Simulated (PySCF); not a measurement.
These 8 structures share the formula C6H10. The calculation used PBE0-D3(BJ)/def2-SVP geometry optimisation, gas phase (PySCF). One conformer each; no zero-point energy, no entropy. No frequencies were run at this level. Point groups hold within 0.08 Å.

Problem. Order them by energy at this level, lowest first, and give relative energies in kcal/mol.
A. `[CH3:1][C:2]1=[CH:3][CH2:4][CH2:5][CH2:6]1` with C2–C3–C4–C5 13°, C3–C4–C5–C6 -21°, C4–C5–C6–C2 21°, C1–C2–C6–C5 169°
B. `[CH3:1][C:2]#[C:3][CH2:4][CH2:5][CH3:6]` with C3–C4–C5–C6 62° (2-hexyne)
C. `[CH2:1]=[CH:2]/[C:3]([CH3:4])=[CH:5]/[CH3:6]` with C1–C2–C3–C4 -1°
D. `[CH3:1][CH:2]=[C:3]=[CH:4][CH2:5][CH3:6]` with C3–C4–C5–C6 118° (2,3-hexadiene)
E. ethylidenecyclobutane (`CC=C1CCC1`)
F. `[CH2:1]=[C:2]([CH3:3])[CH:4]1[CH2:5][CH2:6]1` with C1–C2–C4–C5 -35° (isopropenylcyclopropane)
G. `[CH3:1][C@H:2]1[CH:3]=[CH:4][CH2:5][CH2:6]1` with C1–C2–C3–C4 137°, C3–C4–C5–C6 -14°, C4–C5–C6–C2 22°, C1–C2–C6–C5 -146° (3-methylcyclopentene)
H. `[CH3:1][CH:2]([CH3:3])[CH:4]1[CH:5]=[CH:6]1` with C1–C2–C4–C5 -87°

Solution. A (0.0), G (3.4), C (18.5), E (22.7), F (25.8), B (32.8), D (33.0), H (52.2).

As drawn, the highest has a three-membered ring, which the lowest lacks. Neighbours under 2.5 kcal/mol apart (CC#CCCC and CC=C=CCC) can change places with a better method, another conformer or zero-point energy.

| SMILES | E (Eh) | E rel (kcal/mol) | dipole (D) | point group | A, B, C (MHz) |
| --- | --- | --- | --- | --- | --- |
| CC1=CCCC1 | -234.20447 | 0.0 | 0.29 | – | 6990, 3046, 2258 |
| C[C@H]1C=CCC1 | -234.19905 | 3.4 | 0.21 | C1 | 6732, 3182, 2373 |
| C=C/C(C)=C/C | -234.17505 | 18.5 | 0.72 | – | 7905, 2103, 1696 |
| CC=C1CCC1 | -234.16828 | 22.7 | 0.16 | Cs | 8751, 2295, 1906 |
| C=C(C)C1CC1 | -234.16340 | 25.8 | 0.67 | Cs | 6613, 2568, 2193 |
| CC#CCCC | -234.15222 | 32.8 | 0.15 | C1 | 7757, 1607, 1415 |
| CC=C=CCC | -234.15187 | 33.0 | 0.23 | C1 | 13240, 1318, 1300 |
| CC(C)C1C=C1 | -234.12132 | 52.2 | 0.50 | Cs | 6237, 2655, 2033 |
